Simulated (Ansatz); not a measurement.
**CHN (quintet): from Hartree-Fock to the top rungs, cc-pVDZ**

How much of the correlation energy of CHN (quintet) does each wave-function method recover here?

The runs use Ansatz 0.2.0, Gaussian basis; cc-pVDZ, core rule «outside noble gas», up to 2 orbitals frozen.

To be run: UHF; CCSD(T) on ROHF; CCSD(T) on UHF; BCCD(T) on ROHF; CISD; CCSDT(Q) on ROHF; CCSDT(Q) on UHF; CCSDTQ on ROHF; CCSDTQ on UHF; CASSCF and MRCISD+Q, 10 electrons in 9 orbitals; CASSCF and NEVPT2, 10 electrons in 9 orbitals.

3 further runs of the same task are left out: 3 set aside as unsound or not needed.

**1. The geometry**

The geometry is a PBE0/def2-TZVP stationary point (not a proven minimum) of the parent state, kept for this charge and spin.

3 atoms, charge 0, spin multiplicity 5.

Atoms are counted from 1 here; the program's logs count them from 0.

Bond lengths: N1–C2 1.249 Å, N1–H3 1.037 Å. Angles: C2–N1–H3 113.1°.

**2. UHF**

The input, in.yaml:

```yaml
crystal:
  periodic: [false, false, false]
  atoms:
    - {symbol: N, position_ang: [0.000000, -0.123686, 0.526574]}
    - {symbol: C, position_ang: [0.000000, 0.081265, -0.705120]}
    - {symbol: H, position_ang: [0.000000, 0.750434, 1.084807]}
basis:
  gaussian: {orbitals: cc-pVDZ}
magnetization: {spin_polarized: true, initial_magnetization: 4}
hamiltonian: {xc: hf}
output: {orbitals: {seedname: orbitals}}
```

Run with:

```sh
ansatz run in.yaml --threads 1 --pin off --events-out ev --progress --plain --max-ram 2816MiB --backend cpu
```

After this run come: CCSD(T) on ROHF; CCSD(T) on UHF; BCCD(T) on ROHF; CISD; CCSDT(Q) on ROHF; CCSDT(Q) on UHF; CCSDTQ on ROHF; CCSDTQ on UHF; CASSCF and MRCISD+Q, 10 electrons in 9 orbitals; CASSCF and NEVPT2, 10 electrons in 9 orbitals.

Q: Predict the results of all the runs planned. Wanted: UCCSDTQ below the RHF energy; RMP2 from UCCSDTQ; UMP2 from UCCSDTQ; RCCSD from UCCSDTQ; RCCSD(T) from UCCSDTQ; UCCSD(T) from UCCSDTQ; RCCSDT(Q) from UCCSDTQ; UCCSDT(Q) from UCCSDTQ; NEVPT2 valence from UCCSDTQ.

As calculated:

| quantity | value |
| --- | --- |
| UCCSDTQ below the RHF energy | -5.7995 eV |
| RMP2 from UCCSDTQ | +824.2 meV |
| UMP2 from UCCSDTQ | +829.5 meV |
| RCCSD from UCCSDTQ | +138.6 meV |
| RCCSD(T) from UCCSDTQ | +25.1 meV |
| UCCSD(T) from UCCSDTQ | +23.4 meV |
| RCCSDT(Q) from UCCSDTQ | +2.1 meV |
| UCCSDT(Q) from UCCSDTQ | 0.0 meV |
| NEVPT2 valence from UCCSDTQ | +868.7 meV |
| MRCISD+Q valence from UCCSDTQ | +35.4 meV |
| levels within 1 kcal/mol (43 meV) | RCCSD(T), UCCSD(T), BCCD(T), RCCSDT, UCCSDT, RCCSDT(Q), UCCSDT(Q), RCCSDTQ, MRCISD+Q valence |
| T1 diagnostic | 0.025 |
| effectively unpaired electrons | 4.01 |

In words: RCCSD(T) misses by +25.1 meV, 0.4 % of the correlation energy. One determinant dominates. Of the multireference levels listed MRCISD+Q valence comes nearest in total energy (+35.4 meV), which doesn't show that its space is the better one. These misses are within one basis, not against nature; the frozen cores of restricted and unrestricted runs differ, which can shift their rows.
